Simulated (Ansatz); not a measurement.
Reaction (SMILES): C=[SiH2] (CH2-SiH2) + 2 [H][H] (H2) → C (CH4) + [SiH4] (SiH4)
B3LYP-D3(BJ)/def2-TZVP geometries, fixed; electronic energies without zero-point terms.

Basis-set convergence of the energy of full hydrogenation at B3LYP with Ansatz (a quantum-chemistry and plane-wave program). Cartesian d functions, on some or all atoms, in 6-31+G*, 6-311+G**; all else is spherical. The program fits the integrals of some runs and decomposes those of others, by size. No added dispersion term, no relativity. Functions are those of the species that has most. Reference: the value in aug-pcseg-3, -65.26 kcal/mol. Deviations are taken from unrounded values. Cost is core time over that of 6-311++G(2d,2p), rough, on shared machines of one kind; a dash marks a row that isn't timed (too short, read off another run, short of memory, by another algorithm or on other hardware).

```tsv
basis	functions	energy of full hydrogenation (kcal/mol)	minus reference (kcal/mol)	cost
6-31+G*	50	-68.36	-3.10	-
def2-SVPD	76	-69.58	-4.32	0.6×
6-311+G**	77	-65.76	-0.50	0.6×
aug-pcseg-1	86	-66.69	-1.42	0.9×
6-311++G(2d,2p)	102	-65.80	-0.53	1×
def2-TZVPD	116	-65.25	0.01	0.9×
def2-TZVPPD	153	-65.40	-0.14	1×
6-311++G(3df,3pd)	158	-65.36	-0.10	1×
aug-pcseg-2	188	-65.57	-0.31	2×
def2-QZVPPD	271	-65.26	0.00	3×
aug-pcseg-3	370	-65.26	0.00	5×
```

The smallest set listed that lies within 1 kcal/mol of the reference with all its larger relatives (same family, alike in diffuse functions; a set with none counts only in the reference's own line) is 6-311+G** (77 functions, 0.6× in cost, -0.50 kcal/mol off).
